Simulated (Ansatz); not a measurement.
Ideal-gas functions of C$_{3}$H$_{4}$OS, SMILES `O=C1CSC1` at 800 K and 1 bar, from an Ansatz frequency run at PBE0-D4/def2-TZVP.

Molar mass 88.13 g/mol, point group C2v (symmetry number 2), electronic degeneracy 1, moments of inertia 48.841, 153.485, 195.903 u Å². Harmonic wavenumbers (cm⁻¹, unscaled): 49, 442, 462, 525, 720, 735, 740, 866, 912, 1002, 1122, 1137, 1200, 1202, 1423, 1440, 1897, 3076, 3080, 3134, 3136.

Use S(trans) = R[1.5 ln M + 2.5 ln T − 1.1517]; rotational temperatures θ = 24.2544 K / I; S(rot) = R[ln(√π/σ · √(T³/θAθBθC)) + 1.5]; for each mode x = 1.438777 ν̃/T, S = R[x/(eˣ − 1) − ln(1 − e⁻ˣ)] and H = RT x/(eˣ − 1); 1 cm⁻¹ = 0.0119627 kJ/mol; R = 8.31446 J/(mol·K).

Problem. By hand: the entropy, in J/(mol·K).

Solution. Translation 185.2. Rotation: θ = 0.4966, 0.158, 0.1238 K, giving 114.1. Vibration, mode by mode: 28.51, 10.44, 10.09, 9.09, 6.72, 6.57, 6.53, 5.42, 5.07, 4.46, 3.76, 3.68, 3.36, 3.36, 2.45, 2.40, 1.25, 0.22, 0.21, 0.20, 0.20, in all 114.0. Electronic 0.0. Sum 413.3 J/(mol·K).

Problem. By hand: H − E and G − E in kJ/mol, counted from the electronic energy.

Solution. Zero-point energy ½ × 28300 × 0.0119627 = 169.3; thermal vibration 48.3; translation, rotation and pV give 4 RT = 26.6. H − E = 244.2 kJ/mol, and G − E = 244.2 − 800 × 413.3/1000 = -86.4 kJ/mol.

Vibration gives 28 % of the entropy, 28.5 J/(mol·K) of it from the mode under 150 cm⁻¹: soft modes count most, and the harmonic formula is weakest for them.
